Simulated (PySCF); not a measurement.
## Magnesium: a sound run and one with changed settings

Sound run: Mg [Ne] 3s2, Mg⁺ [Ne] 3s1. All numbers are calculated (PySCF 2.14, the spin-free X2C one-electron Hamiltonian (Gaussian nucleus), in x2c-TZVPall). The sound run starts from symmetry-adapted Hartree-Fock orbitals and uses a fine grid where one is needed.

Changed run: radial step 0.8 in ln r (0.13 in the sound run). This setting is unsound on purpose.

| species | method | sound run (hartree) | changed run (hartree) | converged |
| --- | --- | --- | --- | --- |
| Mg | UHF | -199.91293 | -199.91293 | yes |
| Mg | r2SCAN | -200.34270 | -200.35716 | yes |
| Mg | LDA | -199.42827 | -199.46327 | yes |
| Mg⁺ | UHF | -199.66962 | -199.66962 | yes |
| Mg⁺ | r2SCAN | -200.07162 | -200.07167 | yes |
| Mg⁺ | LDA | -199.14350 | -199.16976 | yes |

Ionisation energy of Mg:

```
method  sound run (eV)  changed run (eV)
   UHF           6.621             6.621
r2SCAN           7.377             7.768
   LDA           7.749             7.987
```

A coarse radial grid mis-integrates the density and the exchange-correlation energy, with errors of either sign; Hartree-Fock needs no grid.

For comparison, NIST gives 7.646 eV between the lowest levels.
